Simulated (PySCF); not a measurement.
SMILES C(Cl)(Cl)Cl (CHCl3), singlet, PBE0/def2-SVP optimised geometry.

```
5

Cl    -0.81    -1.68    -1.46
C     -0.28    -0.84     0.00
Cl    -0.81     0.84     0.00
Cl    -0.81    -1.68     1.46
H      0.81    -0.84     0.00
```

Density from PBE0/def2-TZVP (PySCF) at that geometry.

Minimum of the electron density along straight lines between bonded atoms, close to the bond critical point (lines longer than 1.1 times the sum of covalent radii, or with two minima, are not listed):

| bond | length / Å | ρ at the minimum / e bohr⁻³ | ∇²ρ there / e bohr⁻⁵ | position (fraction from the first atom) |
|---|---|---|---|---|
| Cl1–C2 | 1.766 | 0.197 | -0.28 | 0.57 |
| C2–Cl3 | 1.766 | 0.197 | -0.28 | 0.43 |
| C2–Cl4 | 1.766 | 0.197 | -0.28 | 0.43 |
| C2–H5 | 1.095 | [?] | -1.08 | 0.67 |

Problem. Complete the blanks.

Solution. 
- C2–H5, ρ at the minimum / e bohr⁻³: 0.292
